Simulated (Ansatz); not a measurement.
Born–Oppenheimer molecular dynamics of BH7Si (9 atoms, charge 0, multiplicity 1). It starts at the highest image of a converged band, a first-order saddle point between two minima.

Theory: RHF/def2-SVP (Ansatz).

- ensemble: NVE (velocity Verlet)
- time step: 0.5 fs
- steps asked: 200
- starting velocities drawn for: 100 K
- seed: 4325

Frames 0.5 fs apart, positions in Å, forces in eV/Å.

Velocities at 15.0 fs (Å/ps):

```
B -0.11 1.04 -0.13
H -6.59 -7.92 -4.08
H 1.33 -6.83 0.96
H 5.29 8.44 6.11
H 13.08 -5.93 4.23
Si -1.03 -0.40 0.18
H -1.19 11.39 -5.24
H 5.44 -3.83 -2.26
H 12.59 4.64 -3.38
```

```xyz
9
Properties=species:S:1:pos:R:3:forces:R:3 time_fs=15.0 energy_less_start_eV=0.040 T=57
B -0.258 -0.052 -0.969 -0.79 0.22 -0.51
H -1.069 -0.994 -1.246 0.18 0.18 0.07
H 0.745 -0.310 -1.546 0.29 -0.05 -0.23
H -0.912 0.976 -1.085 0.29 -0.50 0.04
H -0.690 -0.924 -0.192 0.06 0.13 0.10
Si 0.408 0.253 0.943 -0.12 0.34 0.39
H 1.206 -0.830 1.543 0.13 -0.14 0.01
H -0.724 0.557 1.845 0.00 0.02 0.14
H 1.241 1.478 0.801 -0.04 -0.21 -0.01
9
Properties=species:S:1:pos:R:3:forces:R:3 time_fs=15.5 energy_less_start_eV=0.044 T=52
B -0.258 -0.051 -0.969 -0.82 0.10 -0.56
H -1.073 -0.998 -1.247 0.24 0.26 0.10
H 0.746 -0.313 -1.546 0.26 -0.02 -0.22
H -0.909 0.980 -1.082 0.29 -0.52 0.04
H -0.684 -0.926 -0.190 0.05 0.17 0.09
Si 0.408 0.253 0.943 -0.04 0.47 0.31
H 1.205 -0.824 1.541 0.19 -0.22 0.06
H -0.721 0.555 1.844 -0.05 0.04 0.18
H 1.247 1.480 0.800 -0.12 -0.28 0.00
9
Properties=species:S:1:pos:R:3:forces:R:3 time_fs=16.0 energy_less_start_eV=0.048 T=48
B -0.258 -0.051 -0.970 -0.81 -0.04 -0.62
H -1.075 -1.001 -1.249 0.29 0.33 0.12
H 0.747 -0.317 -1.546 0.21 0.02 -0.19
H -0.905 0.982 -1.078 0.27 -0.52 0.04
H -0.677 -0.929 -0.187 0.05 0.21 0.09
Si 0.407 0.253 0.943 0.03 0.58 0.24
H 1.205 -0.819 1.538 0.23 -0.29 0.10
H -0.718 0.553 1.844 -0.10 0.06 0.21
H 1.253 1.481 0.798 -0.18 -0.35 0.01
9
Properties=species:S:1:pos:R:3:forces:R:3 time_fs=16.5 energy_less_start_eV=0.051 T=44
B -0.259 -0.050 -0.970 -0.75 -0.19 -0.67
H -1.077 -1.004 -1.251 0.33 0.39 0.13
H 0.750 -0.320 -1.547 0.15 0.06 -0.15
H -0.901 0.983 -1.075 0.23 -0.48 0.04
H -0.670 -0.931 -0.184 0.04 0.24 0.09
Si 0.407 0.253 0.943 0.10 0.67 0.18
H 1.206 -0.815 1.536 0.27 -0.36 0.13
H -0.716 0.551 1.844 -0.13 0.08 0.24
H 1.258 1.482 0.796 -0.24 -0.40 0.01
9
Properties=species:S:1:pos:R:3:forces:R:3 time_fs=17.0 energy_less_start_eV=0.053 T=42
B -0.260 -0.050 -0.970 -0.66 -0.36 -0.72
H -1.078 -1.005 -1.252 0.35 0.42 0.13
H 0.752 -0.324 -1.548 0.07 0.10 -0.10
H -0.896 0.983 -1.072 0.19 -0.41 0.03
H -0.663 -0.932 -0.182 0.04 0.28 0.10
Si 0.406 0.252 0.943 0.16 0.71 0.14
H 1.207 -0.811 1.534 0.29 -0.40 0.15
H -0.714 0.550 1.844 -0.16 0.09 0.25
H 1.263 1.482 0.795 -0.29 -0.43 0.01
9
Properties=species:S:1:pos:R:3:forces:R:3 time_fs=17.5 energy_less_start_eV=0.052 T=43
B -0.260 -0.049 -0.971 -0.54 -0.53 -0.77
H -1.078 -1.005 -1.252 0.36 0.45 0.12
H 0.755 -0.327 -1.549 0.00 0.14 -0.05
H -0.891 0.982 -1.068 0.13 -0.33 0.03
H -0.656 -0.933 -0.178 0.05 0.31 0.11
Si 0.406 0.252 0.943 0.22 0.73 0.12
H 1.209 -0.809 1.533 0.30 -0.42 0.17
H -0.712 0.548 1.845 -0.18 0.10 0.26
H 1.268 1.480 0.793 -0.32 -0.45 0.01
9
Properties=species:S:1:pos:R:3:forces:R:3 time_fs=18.0 energy_less_start_eV=0.049 T=46
B -0.261 -0.049 -0.972 -0.40 -0.70 -0.81
H -1.077 -1.005 -1.253 0.35 0.45 0.10
H 0.757 -0.329 -1.551 -0.07 0.18 0.00
H -0.885 0.980 -1.065 0.05 -0.22 0.02
H -0.649 -0.933 -0.175 0.06 0.34 0.14
Si 0.405 0.253 0.944 0.26 0.71 0.11
H 1.212 -0.807 1.531 0.29 -0.43 0.17
H -0.711 0.547 1.847 -0.19 0.11 0.26
H 1.271 1.478 0.791 -0.34 -0.44 0.01
9
Properties=species:S:1:pos:R:3:forces:R:3 time_fs=18.5 energy_less_start_eV=0.044 T=52
B -0.262 -0.049 -0.973 -0.25 -0.87 -0.84
H -1.076 -1.003 -1.253 0.32 0.44 0.07
H 0.760 -0.332 -1.552 -0.14 0.21 0.05
H -0.879 0.978 -1.061 -0.02 -0.10 0.01
H -0.642 -0.932 -0.172 0.07 0.37 0.17
Si 0.405 0.253 0.944 0.29 0.65 0.13
H 1.215 -0.807 1.531 0.27 -0.41 0.16
H -0.710 0.547 1.850 -0.19 0.11 0.25
H 1.274 1.474 0.790 -0.35 -0.42 0.01
9
Properties=species:S:1:pos:R:3:forces:R:3 time_fs=19.0 energy_less_start_eV=0.037 T=59
B -0.263 -0.049 -0.974 -0.10 -1.01 -0.86
H -1.074 -1.000 -1.253 0.27 0.42 0.03
H 0.762 -0.334 -1.554 -0.19 0.24 0.09
H -0.874 0.975 -1.058 -0.10 0.03 0.01
H -0.634 -0.930 -0.167 0.08 0.40 0.21
Si 0.404 0.253 0.944 0.32 0.56 0.17
H 1.219 -0.807 1.530 0.23 -0.37 0.14
H -0.710 0.546 1.853 -0.17 0.11 0.23
H 1.276 1.469 0.788 -0.34 -0.38 0.00
9
Properties=species:S:1:pos:R:3:forces:R:3 time_fs=19.5 energy_less_start_eV=0.028 T=69
B -0.264 -0.049 -0.976 0.04 -1.13 -0.88
H -1.071 -0.996 -1.253 0.21 0.38 -0.03
H 0.764 -0.335 -1.555 -0.23 0.27 0.13
H -0.868 0.973 -1.054 -0.17 0.16 0.00
H -0.626 -0.927 -0.163 0.10 0.42 0.25
Si 0.404 0.253 0.944 0.32 0.44 0.22
H 1.224 -0.809 1.530 0.17 -0.32 0.11
H -0.710 0.546 1.856 -0.14 0.11 0.20
H 1.277 1.464 0.787 -0.32 -0.32 -0.01
9
Properties=species:S:1:pos:R:3:forces:R:3 time_fs=20.0 energy_less_start_eV=0.018 T=80
B -0.266 -0.050 -0.977 0.16 -1.22 -0.89
H -1.067 -0.991 -1.253 0.14 0.32 -0.09
H 0.765 -0.335 -1.556 -0.25 0.29 0.15
H -0.863 0.971 -1.050 -0.23 0.27 0.00
H -0.619 -0.923 -0.158 0.13 0.44 0.31
Si 0.403 0.253 0.944 0.32 0.29 0.29
H 1.228 -0.811 1.530 0.11 -0.25 0.08
H -0.710 0.546 1.860 -0.10 0.10 0.16
H 1.277 1.458 0.785 -0.28 -0.25 -0.02
9
Properties=species:S:1:pos:R:3:forces:R:3 time_fs=20.5 energy_less_start_eV=0.007 T=92
B -0.267 -0.050 -0.979 0.26 -1.26 -0.89
H -1.063 -0.986 -1.254 0.06 0.25 -0.16
H 0.765 -0.335 -1.556 -0.24 0.30 0.17
H -0.859 0.970 -1.047 -0.27 0.37 0.01
H -0.610 -0.919 -0.152 0.16 0.46 0.37
Si 0.403 0.254 0.945 0.30 0.13 0.38
H 1.234 -0.814 1.531 0.04 -0.17 0.04
H -0.711 0.546 1.865 -0.06 0.09 0.11
H 1.277 1.451 0.784 -0.24 -0.17 -0.04
```

Of the whole run (100 fs, mean temperature of the second half 902 K): The conserved energy stayed within 0.25 meV per atom of its start (net change 0.0067 meV per atom), so the integration is sound. The system heated up, since it started high on the potential surface and ran downhill. A run of 0.1 ps of so small a system gives no equilibrium averages. The orbitals stay closed-shell, which can raise the energy where a bond breaks towards radicals; this wasn't checked here.

Time of the run: 100 s on 1 thread of Arm Neoverse V2, on a shared host, peak memory 0.11 GiB.
